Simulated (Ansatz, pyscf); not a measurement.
•HN–NH₂ (SMILES [NH]N) + H• (SMILES [H]) -> NH₂• (SMILES [NH2]) + NH₂• (SMILES [NH2]), a substitution at N on the triplet surface: N–N broken, H–N formed. Single points on ωB97X-D3(BJ)/def2-SVP structures (PySCF, gas phase). Wave-function energies: Ansatz (a first-principles code), frozen core, RHF or UHF references. In kJ/mol, from the separated reactants.

Cost: rough CPU time of the saddle's run relative to CCSD(T)/cc-pV(D+d)Z, from one job on a shared machine, with the HF step and its search for lower states.

| level | barrier | reaction energy | cost |
|---|---|---|---|
| M06-2X/def2-TZVP | 99.83 | -49.11 | – |
| ωB97X-D3(BJ)/def2-TZVP | 98.49 | -51.47 | – |
| CCSD(T)/cc-pV(D+d)Z | 92.69 | -76.84 | 1 |
| CCSDT(Q)/cc-pV(D+d)Z | ? | ? | 50 |
| CCSD(T)/cc-pV(T+d)Z | 84.10 | -77.92 | 9 |
| CCSD(T)/cc-pV(Q+d)Z | ? | -73.66 | – |

Q: Some entries are withheld; supply them.

A: 
- CCSDT(Q)/cc-pV(D+d)Z, barrier: 89.85
- CCSDT(Q)/cc-pV(D+d)Z, reaction energy: -76.34
- CCSD(T)/cc-pV(Q+d)Z, barrier: 83.30

In cc-pV(D+d)Z, going from CCSD(T) to CCSDT(Q) shifts the barrier by -2.84 and the reaction energy by +0.50 kJ/mol. With HF in the quadruple-zeta basis and the correlation energy extrapolated as X⁻³ from X = 3, 4, CCSD(T) gives 83.14 and -70.44; adding the double-zeta shift gives ΔE‡ = 80.29 and ΔE = -69.94 kJ/mol, without core correlation, relativity or geometry relaxation at these levels. Abstraction by the radical was not located in this set and often lies lower. •HN–NH₂ + H• also meet on a surface of lower spin, which isn't treated here. NH₂• + NH₂• also meet on a surface of lower spin, which isn't treated here. One saddle was located; it need not be the lowest between these sides. The angle at the attacked N is 158°. The CCSD(T) − MP2 part came from Ansatz, without density fitting, on the same reference.
